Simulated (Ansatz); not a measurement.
Basis sets compared for the cluster Al3H3. Charge 0, multiplicity 1. Geometry PBE-D4/def2-TZVP. Ansatz on 4 threads of Arm Neoverse V2 on a shared host; times are rough, and most runs start from earlier orbitals.

| atom | x (Å) | y (Å) | z (Å) |
| --- | --- | --- | --- |
| Al1 | 0.070 | -1.187 | -0.734 |
| Al2 | -1.943 | 0.225 | -0.546 |
| Al3 | 0.148 | 1.389 | 0.050 |
| H4 | -0.573 | -0.239 | 0.834 |
| H5 | 1.078 | -2.430 | -0.511 |
| H6 | 1.220 | 2.242 | 0.907 |

The restricted singlet is unstable towards broken spin symmetry in Hartree–Fock (as tested in another run); at PBE-D4/def2-SVP, PBE-D4/def2-TZVPD, r2SCAN-D4/def2-TZVP, r2SCAN-D4/def2-TZVPD and others this wasn't settled. The structure comes from a short search, and lower isomers may exist.

Binding counts from free atoms (Al doublet, H doublet) in the same basis, without a counterpoise term.

| level | functions | energy (Eh) | HOMO (eV) | LUMO (eV) | binding per atom (eV) | wall time |
| --- | --- | --- | --- | --- | --- | --- |
| PBE-D4/def2-SVP | 69 | -728.3931 | -5.22 | -3.21 | 2.14 | 0.4 s |
| PBE-D4/def2-TZVP (with forces) | 129 | -728.6528 | -5.19 | -3.18 | 2.14 | 0.95 s |
| r2SCAN-D4/def2-TZVP | 129 | -728.9715 | -5.35 | -3.10 | 2.18 | 1.9 s |
| PBE0-D4/def2-SVP | 69 | -728.4600 | -6.06 | -2.61 | 2.11 | 0.55 s |
| PBE0-D4/def2-TZVP | 129 | -728.7154 | -6.01 | -2.55 | 2.11 | 1.4 s |

(1) Estimate the rows for PBE-D4/def2-TZVPD, r2SCAN-D4/def2-TZVPD, PBE0-D4/def2-TZVPD.

## Answers

(1) 
```csv
level,functions,energy (Eh),HOMO (eV),LUMO (eV),binding per atom (eV),wall time
PBE-D4/def2-TZVPD,156,-728.6533,-5.18,-3.17,2.14,1.2 s
r2SCAN-D4/def2-TZVPD,156,-728.9721,-5.33,-3.09,2.18,2.5 s
PBE0-D4/def2-TZVPD,156,-728.7159,-5.99,-2.55,2.11,1.4 s
```
